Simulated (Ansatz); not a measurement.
Input file:

```yaml
crystal:
  periodic: [false, false, false]
  atoms:
    - {symbol: P, position_ang: [0.002334, -0.401323, 1.652460]}
    - {symbol: Ga, position_ang: [0.001513, -0.337810, -0.625273]}
    - {symbol: S, position_ang: [0.049464, -0.267135, -2.686935]}
    - {symbol: H, position_ang: [-0.053311, 1.006268, 1.659749]}
basis:
  gaussian: {orbitals: cc-pVDZ}
magnetization: {spin_polarized: false, initial_magnetization: 1}
correlation: {method: ccsd_t, electrons: outside_noble_gas}
accuracy: high
scf: {lower_state_search: light}
```

```sh
$ ansatz run in.yaml --threads 1 --pin off --events-out ev --progress --plain --max-ram 2393MiB
```

Output:

```
1422 factors; integrals over basis functions are off by at most 4.4e-9 eV
mean field evaluation 1: about -72436.6025 eV, gradient 2.3e1 eV
mean field evaluation 2: about -72436.6240 eV, gradient 2.3e1 eV
mean field evaluation 4: about -72438.4829 eV, gradient 1.1e1 eV
mean field evaluation 8: about -72439.1054 eV, gradient 3.0e-1 eV
mean field evaluation 16: about -72439.1083 eV, gradient 2.8e-8 eV
mean field evaluation 32: about -72433.9336 eV, gradient 2.6e1 eV
mean field evaluation 64: about -72437.9847 eV, gradient 2.3e0 eV
mean field evaluation 96: about -72438.0019 eV, gradient 5.5e-2 eV
mean field evaluation 128: about -72433.8288 eV, gradient 1.0e1 eV
mean field evaluation 160: about -72437.9604 eV, gradient 3.1e0 eV
mean field evaluation 192: about -72436.9712 eV, gradient 6.3e-1 eV
mean field -72439.10828869 eV, -2662.0881286182 hartree, gradient 3.0e-8 eV, S^2 0.750000; 7 other end points of the search recorded, 0 dependent functions left out
mean field evaluation 224: about -72439.2219 eV, gradient 2.6e-1 eV
mean field evaluation 256: about -72439.1224 eV, gradient 2.1e0 eV
determinant -72439.10828869 eV, -2662.0881286182 hartree, with singles and doubles -72447.72326016 eV, -2662.4047229804 hartree
determinant -72438.03326797 eV, -2662.0486223355 hartree, with singles and doubles -72447.34261789 eV, -2662.3907346351 hartree
determinant -72438.00174990 eV, -2662.0474640677 hartree, with singles and doubles -72447.50969803 eV, -2662.3968747168 hartree
determinant -72436.98853387 eV, -2662.0102290653 hartree, with singles and doubles -72445.79984805 eV, -2662.3340388890 hartree
determinant -72439.10828869 eV, -2662.0881286182 hartree, with singles and doubles -72447.72853483 eV, -2662.4049168208 hartree
determinant -72438.03326797 eV, -2662.0486223355 hartree, with singles and doubles -72447.55101919 eV, -2662.3983932415 hartree
determinant -72438.00174990 eV, -2662.0474640677 hartree, with singles and doubles -72447.62698155 eV, -2662.4011848066 hartree
24 core orbitals not correlated: weight in the atoms' cores, before any rotation towards them, 0.992 or more for the frozen orbitals, at most 0.006 for the correlated occupied ones
reference -72439.10828869 eV, -2662.0881286182 hartree; 8, 7 occupied and 36, 37 virtual orbitals, 1422 factors
second order -7.61133543 eV of doubles, -0.06699967 eV of singles
cycle   1  -8.62025179 eV  change   -5.7e-6 eV  update   2.5e-6
cycle   2  -8.62025206 eV  change   -2.7e-7 eV  update   1.6e-6
cycle   3  -8.62025286 eV  change   -8.0e-7 eV  update   1.1e-6
cycle   4  -8.62025208 eV  change    7.8e-7 eV  update   5.2e-7
cycle   5  -8.62025169 eV  change    3.9e-7 eV  update   3.5e-7
cycle   6  -8.62025191 eV  change   -2.2e-7 eV  update   2.1e-7
cycle   7  -8.62025205 eV  change   -1.4e-7 eV  update   1.3e-7
cycle   8  -8.62025208 eV  change   -2.9e-8 eV  update   7.6e-8
cycle   9  -8.62025206 eV  change    2.3e-8 eV  update   4.5e-8
cycle  10  -8.62025232 eV  change   -2.7e-7 eV  update   1.1e-7
cycle  11  -8.62025235 eV  change   -2.7e-8 eV  update   4.3e-8
cycle  12  -8.62025235 eV  change    4.4e-9 eV  update   1.9e-8
cycle  13  -8.62025234 eV  change    9.5e-9 eV  update   1.2e-8
cycle  14  -8.62025233 eV  change    9.3e-9 eV  update   8.9e-9
cycle  15  -8.62025232 eV  change    1.7e-9 eV  update   4.7e-9
cycle  16  -8.62025233 eV  change  -7.2e-10 eV  update   2.5e-9
cycle  17  -8.62025233 eV  change  -5.2e-10 eV  update  9.4e-10
perturbative correction -0.37574591 eV, -0.0138084074 hartree
Total energy: -72448.10428692 eV, -2662.4187254556 hartree
```

Ran on 1 thread of Arm Neoverse N1, shared host: 66 s wall, 0.27 GiB peak host memory.
